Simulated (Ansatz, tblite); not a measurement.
**The cluster PtS₃−: rung by rung**

An exercise on one series of results from a longer session: the logs are not shown, and one member is left open.

Program: Ansatz 0.2.0, Gaussian basis. Level of theory: as each input shows. These are calculated values, not measurements.

Levels to be run: GFN1-xTB, GFN2-xTB, PBE-D4/def2-TZVPD, r2SCAN-D4/def2-TZVPD, PBE-QIDH/def2-TZVPD, LC-ωPBE/def2-TZVPD, B2PLYP/def2-TZVPD, B97M-V/def2-TZVPD, B3LYP-D4/def2-TZVPD, LC-ωPBE(0.10)/def2-TZVPD, LC-ωPBE(0.15)/def2-TZVPD, LC-ωPBE(0.20)/def2-TZVPD, LC-ωPBE(0.30)/def2-TZVPD, PBE-D4/def2-SVPD, PBE0-D4/def2-SVPD, CCSD(T)/def2-SVPD, MP2/def2-TZVPD, RPA/def2-TZVPD.

### The relaxed structure

The doublet was relaxed beforehand with r2SCAN-D4/def2-SVPD. At that level it is the lowest of the isomers that a small search found.

4 atoms, charge -1, spin multiplicity 2.

Bond lengths: Pt1–S2 2.319 Å, Pt1–S3 2.419 Å, Pt1–S4 2.143 Å, S2–S3 2.075 Å. Angles: S2–Pt1–S3 51.9°, S2–Pt1–S4 156.8°, S3–Pt1–S4 151.3°, Pt1–S2–S3 66.5°, Pt1–S3–S2 61.6°.

As a file:

```csv
atom,x (Å),y (Å),z (Å)
Pt1,-0.25517,-0.46418,0.04031
S2,1.63978,0.74533,-0.52988
S3,0.09569,1.92382,0.20076
S4,-1.48030,-2.20498,0.28881
```

Pt takes a core potential in the def2 sets. No spin-orbit coupling is included. The ion is computed in the gas phase, without counter-ions or solvent.

PBE0-D4/def2-TZVPD was run before; its log isn't repeated, and its numbers join the tables.

Set-up of the first run:

Tight binding, by tblite at 300 K electronic temperature and without a spin-polarisation term:

```python
tblite.interface.Calculator('GFN1-xTB', numbers, positions, charge=-1, uhf=1).singlepoint()
```

Tight binding, by tblite at 300 K electronic temperature and without a spin-polarisation term:

```python
tblite.interface.Calculator('GFN2-xTB', numbers, positions, charge=-1, uhf=1).singlepoint()
```

start.molden holds the orbitals of an earlier run on this state, given as this run's starting guess.

Contents of in.yaml:

```yaml
crystal:
  periodic: [false, false, false]
  atoms:
    - {symbol: Pt, position_ang: [-0.255173, -0.464183, 0.040311]}
    - {symbol: S, position_ang: [1.639780, 0.745332, -0.529876]}
    - {symbol: S, position_ang: [0.095694, 1.923816, 0.200756]}
    - {symbol: S, position_ang: [-1.480300, -2.204976, 0.288809]}
basis:
  gaussian: {orbitals: def2-TZVPD, initial_orbitals: start.molden}
total_charge: -1
magnetization: {spin_polarized: true, initial_magnetization: 1}
hamiltonian: {xc: pbe, dispersion: d4}
scf: {omitted_lower_state_checks: [starts]}
output: {orbitals: {seedname: orbitals}}
```

On the command line:

```bash
$ ansatz run in.yaml --threads 2 --pin off --events-out ev --progress --plain --max-ram 4352MiB
```

Among the steps run: PBE-D4/def2-TZVPD; r2SCAN-D4/def2-TZVPD; PBE-QIDH/def2-TZVPD; LC-ωPBE/def2-TZVPD; B2PLYP/def2-TZVPD; B97M-V/def2-TZVPD; B3LYP-D4/def2-TZVPD; LC-ωPBE(0.10)/def2-TZVPD; LC-ωPBE(0.15)/def2-TZVPD; LC-ωPBE(0.20)/def2-TZVPD; LC-ωPBE(0.30)/def2-TZVPD; PBE-D4/def2-SVPD; PBE0-D4/def2-SVPD; CCSD(T)/def2-SVPD; MP2/def2-TZVPD; RPA/def2-TZVPD.

One table of the session follows, with a row left open; its other results are not shown here.

It belongs to the step «Levels side by side». 

| level | HOMO (eV) | LUMO (eV) | gap (eV) |
| --- | --- | --- | --- |
| PBE-D4/def2-SVPD | -0.36 | -0.19 | 0.17 |
| PBE-D4/def2-TZVPD | -0.31 | -0.12 | 0.19 |
| r2SCAN-D4/def2-TZVPD | ? | ? | ? |
| B97M-V/def2-TZVPD | -0.55 | -0.06 | 0.49 |
| B3LYP-D4/def2-TZVPD | -1.15 | 0.44 | 1.59 |
| PBE0-D4/def2-SVPD | -1.41 | 0.57 | 1.98 |
| PBE0-D4/def2-TZVPD | -1.35 | 0.68 | 2.03 |
| LC-ωPBE/def2-TZVPD | -3.91 | 2.87 | 6.79 |
| LC-ωPBE(0.10)/def2-TZVPD | -1.71 | 1.21 | 2.92 |
| LC-ωPBE(0.15)/def2-TZVPD | -2.27 | 1.69 | 3.96 |
| LC-ωPBE(0.20)/def2-TZVPD | -2.75 | 2.07 | 4.82 |
| LC-ωPBE(0.30)/def2-TZVPD | -3.45 | 2.58 | 6.04 |

Estimate the missing values for r2SCAN-D4/def2-TZVPD.

The run gave: HOMO (eV): -0.43; LUMO (eV): -0.01; gap (eV): 0.41. In the column «HOMO (eV)» it lies between B97M-V/def2-TZVPD (-0.55) and PBE-D4/def2-SVPD (-0.36).

Caveats from the session: Notes on CCSD(T)/def2-SVPD: spin contamination.
